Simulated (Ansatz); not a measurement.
Consider the hydrogenolysis of a C–F bond: `FC(F)=CCl` + H₂ → `F/C=C/Cl` + H–F.

Calculated with Ansatz (gas phase, PBE0-D4/def2-TZVP geometries, no zero-point term in ΔE). CCSD(T)/CBS is the MP2 limit (def2-TZVPP, def2-QZVPP) plus CCSD(T) − MP2 in def2-TZVPP, frozen cores. This one scheme is used for every species. DFT in def2-TZVPP. B3LYP here is the variant with VWN-RPA as its local correlation; programs differ in this. HSE06 is defined as in plane-wave codes.

```csv
level,ΔE (kJ/mol),difference from CCSD(T)/CBS
PBE-D4,-72.3,21.9
r2SCAN-D4,-69.7,24.5
PBE0-D4,-79.1,15.1
PBE-QIDH,-86.1,8.1
PBE,-73.7,20.5
revPBE,-76.7,17.5
B3LYP,-81.4,12.8
r2SCANh,-73.1,21.1
r2SCAN0,-77.3,16.9
HSE06,-80.2,14.0
LC-ωPBE,-79.7,14.5
CCSD/def2-SVP,-74.6,19.6
CCSD(T)/def2-SVP,-70.8,23.4
HF/def2-QZVPP,-91.0,3.2
HF/CBS(def2),-91.1,3.1
CCSD/CBS(def2),-97.2,-3.0
CCSD(T)/CBS,-94.2,0
```

Largest T1 diagnostic among the species: 0.012.

From PBE to PBE0 (25 % exact exchange), in def2-TZVPP and without D4, ΔE moves by −6.6 kJ/mol. Leaving LDA and LC-ωPBE aside and taking each functional with its dispersion term where it has one, the values spread over 16.5 kJ/mol, from PBE-QIDH to r2SCAN-D4. LDA lies +10.9 kJ/mol from PBE without D4. At CCSD(T), def2-SVP lies +23.4 kJ/mol from the extrapolated value and def2-TZVPP +5.3 kJ/mol.
